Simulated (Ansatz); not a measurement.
**C2H5FS: one species, many methods**

One table from this session's results is given with a row withheld; the runs are named, their logs left out.

Computed with Ansatz 0.2.0, Gaussian basis. Level: functionals in def2-TZVPP, the program's frozen cores in correlated methods.

The runs, in order: LDA (SPW92), PBE-D4, revPBE-D4, BLYP-D4, r2SCAN-D4, B97M-V, PBE0-D4, B3LYP-D4, r2SCANh-D4, r2SCAN0-D4, HSE06-D4, BHLYP-D4, CAM-B3LYP-D4, LC-ωPBE, ωB97X-V, ωB97M-V, B2PLYP, PBE-QIDH; CCSD(T)/def2-SVP; CCSD(T)/def2-TZVPP; MP2/def2-QZVPP; extrapolation to the limit; RPA on PBE.

### The geometry

An earlier PBE0-D4 in a triple-zeta def2 set relaxation fixed the geometry.

SMILES `CSCF`, 9 atoms, charge 0, spin multiplicity 1.

Atoms are counted from 1 here; the program's logs count them from 0.

Bond lengths: C1–S2 1.799 Å, C1–H5 1.091 Å, C1–H6 1.089 Å, C1–H7 1.090 Å, S2–C3 1.777 Å, C3–F4 1.381 Å, C3–H8 1.092 Å, C3–H9 1.093 Å. Angles: S2–C1–H5 111.1°, S2–C1–H6 110.8°, S2–C1–H7 106.9°, H5–C1–H6 110.3°, H5–C1–H7 108.9°, H6–C1–H7 108.9°, C1–S2–C3 99.9°, S2–C3–F4 113.2°, S2–C3–H8 106.9°, S2–C3–H9 110.7°, F4–C3–H8 108.5°, F4–C3–H9 107.4°, H8–C3–H9 110.2°.

Set-up of the first run:

Contents of in.yaml:

```yaml
crystal:
  periodic: [false, false, false]
  atoms:
    - {symbol: C, position_ang: [-0.632991, 1.035957, 0.624993]}
    - {symbol: S, position_ang: [0.089444, 0.664657, -0.980338]}
    - {symbol: C, position_ang: [0.607522, -1.012136, -0.701235]}
    - {symbol: F, position_ang: [1.696291, -1.111053, 0.142677]}
    - {symbol: H, position_ang: [-1.475898, 0.376354, 0.837517]}
    - {symbol: H, position_ang: [0.115323, 0.957791, 1.412957]}
    - {symbol: H, position_ang: [-0.992402, 2.064107, 0.580512]}
    - {symbol: H, position_ang: [0.884184, -1.424293, -1.674203]}
    - {symbol: H, position_ang: [-0.203072, -1.597784, -0.260081]}
basis:
  gaussian: {orbitals: def2-TZVPP}
hamiltonian: {xc: lda}
output: {orbitals: {seedname: orbitals}}
```

Launch:

```bash
> ansatz run in.yaml --threads 2 --pin off --events-out ev --progress --plain --max-ram 4352MiB
```

Steps of the session up to this table: LDA; PBE-D4 (GGA); revPBE-D4 (GGA); BLYP-D4 (GGA); r2SCAN-D4 (meta-GGA); B97M-V (meta-GGA); B3LYP-D4 (hybrid); r2SCANh-D4 (hybrid); r2SCAN0-D4 (hybrid); HSE06-D4 (hybrid); BHLYP-D4 (hybrid); CAM-B3LYP-D4 (range-separated); LC-ωPBE (range-separated); ωB97X-V (range-separated); ωB97M-V (range-separated); B2PLYP (double hybrid); PBE-QIDH (double hybrid).

One table of the session follows, with a row left open; its other results are not shown here.

It belongs to the step «Frontier levels by functional». 

| functional | HOMO (eV) | LUMO (eV) | gap (eV) |
| --- | --- | --- | --- |
| LDA (SPW92) | -5.81 | -0.37 | 5.44 |
| PBE-D4 | -5.69 | -0.19 | 5.50 |
| revPBE-D4 | -5.64 | -0.11 | 5.53 |
| BLYP-D4 | -5.55 | -0.12 | 5.43 |
| r2SCAN-D4 | -5.94 | 0.16 | 6.10 |
| B97M-V | -6.03 | 0.07 | 6.10 |
| PBE0-D4 | -6.93 | 0.79 | 7.73 |
| B3LYP-D4 | -6.71 | 0.49 | 7.20 |
| r2SCANh-D4 | -6.40 | 0.52 | 6.92 |
| r2SCAN0-D4 | -7.09 | 1.04 | 8.13 |
| HSE06-D4 | -6.53 | 0.41 | 6.94 |
| BHLYP-D4 | -8.06 | 1.67 | 9.74 |
| CAM-B3LYP-D4 | -8.30 | 1.79 | 10.09 |
| LC-ωPBE | -9.69 | 3.10 | 12.79 |
| ωB97X-V | ? | ? | ? |
| ωB97M-V | -9.16 | 2.62 | 11.78 |

**Question.** Estimate the row for ωB97X-V.

As computed: HOMO (eV): -9.32; LUMO (eV): 2.92; gap (eV): 12.24. In the column «HOMO (eV)» it lies between LC-ωPBE (-9.69) and ωB97M-V (-9.16).
